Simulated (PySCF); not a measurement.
## Simulated absorption spectrum

PF3.
InChI=1S/F3P/c1-4(2)3

Level of theory: TDDFT CAM-B3LYP/def2-SVPD, vertical, gas phase, core orbitals frozen in the response in PySCF 2.14.0, density-fitted response routines. Geometry: PBE0-D3(BJ)/def2-SVP; no solvent, vibrations or thermal averaging.

Broadening: Gaussians 0.4 eV wide at half height, area fixed by f = 4.319×10⁻⁹ ∫ε dν̃. The width is an assumption, not a result. The curve ends short of the highest state used, and states not computed would add to its high-energy end.

E (eV), ε (L mol⁻¹ cm⁻¹) and a bar:
```
     7.49         43 
     7.58        248 
     7.67       1072 #
     7.76       3507 ####
     7.85       8664 ###########
     7.94      16166 ####################
     8.03      22784 ############################
     8.12      24254 ##############################
     8.20      20259 #########################
     8.29      12693 ################
     8.38       6007 #######
     8.47       2147 ###
     8.56        580 #
     8.65        118 
     8.74         18 
     8.83          2 
     8.92          0 
     9.01          0 
     9.10          0 
     9.18          0 
     9.27          0 
     9.36          2 
     9.45         11 
     9.54         64 
     9.63        291 
     9.72       1045 #
     9.81       2981 ####
     9.90       6723 ########
     9.99      11893 ###############
    10.08      16367 ####################
```

Question: Where are the band maxima, and which computed states make them?

Answer: 153 nm (8.10 eV), ε about 25000, made up of S1 (50%) and S2 (50%) (ε in L mol⁻¹ cm⁻¹; maxima over ε = 5, shares over 10%). At its high-energy end, 10.08 eV, the curve is still rising (ε about 16000, from S3 and S4). The states used: S1 8.09 eV (f 0.182); S2 8.10 eV (f 0.182); S3 10.01 eV (f 0.031); S4 10.16 eV (f 0.238); S5 10.67 eV (f 0.039); S6 10.68 eV (f 0.039).

Question: Coming from long wavelengths, where does ε first pass 100 L mol⁻¹ cm⁻¹?

Answer: At about 165 nm (7.53 eV), 0.56 eV below S1.

Question: What would ε be at 8.10 eV, the highest of these maxima, with half the width (0.2 eV)?

Answer: About 48900 L mol⁻¹ cm⁻¹ against 24500, a factor of about 2.00; a lone state at its own centre would give exactly 2.
